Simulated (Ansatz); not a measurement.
# Molecular dynamics, step by step

CH2NSi (SMILES [C]1=N[SiH2]1), doublet, PBE0-D4/def2-SVP (Ansatz 0.2.0). Settings (timestep in fs, temperature in K; T counts 9 degrees of freedom):

```yaml
hamiltonian: {xc: pbe0, dispersion: d4}
md: {n_steps: 40, timestep: 0.5, temperature: 1500, ensemble: nve, seed: 283, initial_velocities: maxwell_boltzmann}
```

Start (the SMILES describes the start alone):

C1  (0.939, -0.806, 0.972)
N2  (-0.080, -0.182, 1.360)
Si3  (-0.112, 0.141, -0.369)
H4  (-1.066, -0.602, -1.160)
H5  (0.318, 1.449, -0.804)
(Å)

```csv
step,time (fs),potential energy less the start (meV),kinetic energy (meV),T (K)
0,0.00,0.0,581.7,1500
2,1.00,45.7,536.5,1384
4,2.00,163.3,420.7,1085
6,3.00,253.2,331.5,855
8,4.00,269.3,314.6,811
10,5.00,252.0,331.3,854
12,6.00,242.6,340.8,879
14,7.00,241.3,342.4,883
16,8.00,238.6,344.9,890
18,9.00,240.9,342.5,883
20,10.00,257.3,326.2,841
22,11.00,276.7,307.4,793
24,12.00,268.8,315.6,814
26,13.00,221.8,361.9,933
28,14.00,171.8,410.9,1060
30,15.00,174.2,408.3,1053
32,16.00,237.2,346.3,893
34,17.00,290.9,294.1,758
36,18.00,254.8,330.0,851
38,19.00,142.2,441.0,1137
40,20.00,44.9,537.2,1385
```

Step 6, positions (Å) and forces (eV/Å):

```tsv
atom	x	y	z	Fx	Fy	Fz
C1	0.902	-0.799	0.965	1.447	-0.777	-0.140
N2	-0.063	-0.184	1.341	-1.144	0.408	2.448
Si3	-0.104	0.135	-0.356	2.111	3.184	-1.107
H4	-0.971	-0.611	-1.077	-2.155	-1.617	-1.752
H5	0.221	1.570	-0.873	-0.259	-1.198	0.552
```

Step 26, positions (Å) and forces (eV/Å):

```csv
atom,x,y,z,Fx,Fy,Fz
C1,0.888,-0.836,0.930,-2.166,2.038,1.842
N2,-0.079,-0.156,1.395,2.733,-2.087,-0.674
Si3,-0.073,0.147,-0.369,-1.419,-2.518,-1.194
H4,-1.051,-0.796,-1.116,0.613,0.794,0.367
H5,-0.160,1.475,-0.808,0.239,1.773,-0.341
```

Step 30, positions (Å) and forces (eV/Å):

| atom | x | y | z | Fx | Fy | Fz |
| --- | --- | --- | --- | --- | --- | --- |
| C1 | 0.887 | -0.840 | 0.931 | -2.720 | 2.476 | 2.141 |
| N2 | -0.079 | -0.155 | 1.415 | 3.263 | -2.451 | -1.429 |
| Si3 | -0.073 | 0.143 | -0.382 | -0.157 | 0.111 | -0.163 |
| H4 | -0.986 | -0.726 | -1.064 | -0.724 | -0.509 | -0.655 |
| H5 | -0.218 | 1.543 | -0.795 | 0.338 | 0.373 | 0.106 |

Last step (40):

```xyz
5
angstrom
C 0.8514 -0.8204 0.9614
N -0.0451 -0.1794 1.4484
Si -0.0709 0.1411 -0.4133
H -1.0243 -0.7072 -1.0972
H -0.2961 1.6795 -0.7224
```

Hardware: 1 CPU thread, shared host. Wall time about 72 s.
